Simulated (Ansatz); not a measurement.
Results of PBE+SOC (Ansatz, a quantum-chemistry and plane-wave program, PAW) for CsCl-type TlBr.

Run with plane-wave cutoff 520 eV, 8×8×8 k mesh, Fermi–Dirac smearing 0.01 eV, PAW data made under PBE.

Cell (relaxed at this level):

Space group Pm-3m (No. 221); a = b = c = 4.0419 Å, α = β = γ = 90.00°

```csv
atom,site,symmetry,x,y,z
Tl,1a,m-3m,0.0000,0.0000,0.0000
Br,1b,m-3m,0.5000,0.5000,0.5000
```

### Question
Give the computed pressure derivative B′ of the bulk modulus, band gap, bulk modulus, smallest direct gap on the k points sampled and Γ–Γ gap.

### Answer

* **pressure derivative B′ of the bulk modulus**: 5.2
* **band gap**: 1.43 eV (indirect)
* **bulk modulus**: 20.0 GPa
* **smallest direct gap on the k points sampled**: 1.76 eV
* **Γ–Γ gap**: 6.50 eV

Static lattice: no zero-point or thermal effects.

Cost on a shared machine: very roughly 2.3 core-minutes.
